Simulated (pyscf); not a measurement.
## Hydrogen abstraction: `[CH]=[C]=[C]=[CH2]` [doublet] + `[H][H]` → `[CH2]=[C]=[C]=[CH2]` + `[H]` [doublet]

Gas phase, doublet surface, charge 0. Bonds broken: H5–H6. Bonds formed: C1–H6. PySCF, gas phase, ωB97X-D3(BJ)/def2-SVP geometries.

Transition state (Å):

```xyz
9

C      0.8490     0.2525     0.0704
C     -0.3251     0.1472    -0.4675
C     -1.5328     0.0399    -0.9092
C     -2.7532    -0.0687    -1.3879
H      0.9933     0.2828     2.3486
H      0.9167     0.2689     1.3960
H      1.8389     0.3347    -0.3846
H     -2.9388    -0.0925    -2.4680
H     -3.6195    -0.1385    -0.7198
```

One imaginary mode, 1589i cm⁻¹; descent along it reached the two sides named.

```tsv
bond	change	reactant side (Å)	saddle	product side
H5–H6	breaks	0.761	0.956	3.2
C1–H6	forms	3.5	1.327	1.096
```

Electronic energies relative to the separated reactants (kcal/mol):

```csv
level,barrier,reaction energy,reverse barrier
ωB97X-D3(BJ)/def2-TZVP,19.1,+7.7,11.4
PBE/def2-TZVP,11.1,+7.1,4.1
r²SCAN/def2-TZVP,14.2,+11.2,3.0
B3LYP-D3(BJ)/def2-TZVP,15.6,+10.6,5.0
PBE0-D3(BJ)/def2-TZVP,14.0,+6.4,7.7
M06-2X/def2-TZVP,19.8,+7.4,12.4
ωB97M-D3(BJ)/def2-TZVP,19.1,+7.9,11.2
HF/def2-TZVP,27.7,+16.0,11.7
```

With ωB97M-D3(BJ)/def2-TZVP energies and thermal terms (ideal gas, 1 atm, RRHO with modes under 100 cm⁻¹ raised to 100, one conformer, R ln 2 for chiral ones without a mode under 150 cm⁻¹), in kcal/mol:

```tsv
T (K)	ΔH‡	ΔG‡	ΔH	ΔG
298	18.2	26.4	+9.8	+12.2
600	17.5	35.1	+9.3	+14.9
900	17.5	43.9	+9.4	+17.7
1200	17.8	52.6	+9.7	+20.4
```

H₂C=C=C=CH₂ lies 7.2 kcal/mol over its isomer HC≡C–CH=CH₂ (electronic energy, ωB97M-D3(BJ)/def2-TZVP). This is the saddle that the search found; another between the same sides may lie lower. The angle at the transferred H is 178°.
